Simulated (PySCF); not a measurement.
`C#C[N+](C)(C)C`, [C$_{5}$H$_{10}$N]+, charge +1

Geometry:
```
atom   x (Å)   y (Å)   z (Å)
  C1   1.674   1.723   0.814
  C2   0.886   0.913   0.431
  N3  -0.036  -0.036  -0.018
  C4   0.166  -1.290   0.740
  C5   0.187  -0.270  -1.461
  C6  -1.402   0.484   0.210
  H7   2.368   2.437   1.152
  H8   0.020  -1.112   1.805
  H9  -0.545  -2.044   0.403
 H10   1.179  -1.661   0.587
 H11  -0.523  -1.009  -1.831
 H12   0.058   0.659  -2.016
 H13   1.200  -0.634  -1.629
 H14  -1.558   0.675   1.271
 H15  -1.543   1.418  -0.334
 H16  -2.137  -0.243  -0.134
```

Total charge +1.

Theory: PySCF 2.14.0, quadratic response PBE0/aug-cc-pVDZ first hyperpolarisability, Taylor convention, gas phase. Geometry: GFN2-xTB.

Task: Give the tensor of the second harmonic β(−2ω;ω,ω) at 1064 nm in the axes of these coordinates.

Result: In au, Taylor convention; rows are the first index (the induced dipole):
```csv
,xx,yy,zz,xy,xz,yz
x,-12.2,+4.0,+5.8,+11.2,+5.0,-0.7
y,+11.1,-6.7,-7.0,+4.2,-0.7,+11.0
z,+4.9,+10.9,-17.1,-0.7,+5.9,-6.8
```
Norm of βᵢ = ⅓ Σⱼ (βᵢⱼⱼ + βⱼᵢⱼ + βⱼⱼᵢ): 3.4 au, hyper-Rayleigh value 12.3 au.
